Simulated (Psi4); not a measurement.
Psi4 input (wB97X-D/6-31G*):

```
memory 1500 MB

molecule {
0 1
Li   -0.00000000   -0.00000000   -0.39768250
H     0.00000000    0.00000000    1.19304749
symmetry c1
no_reorient
no_com
}

set {
  basis 6-31G*
  reference rks
  scf_type pk
  dft_radial_points 99
  dft_spherical_points 590
  e_convergence 1e-8
  d_convergence 1e-7
  maxiter 150
}

e = energy('wb97x-d')
print_out(f'\nFINAL {e:.10f} DIPOLE {variable("CURRENT DIPOLE")[0]:.6f} {variable("CURRENT DIPOLE")[1]:.6f} {variable("CURRENT DIPOLE")[2]:.6f}\n')
```

What final total energy does it give?

-8.07772 Eh.
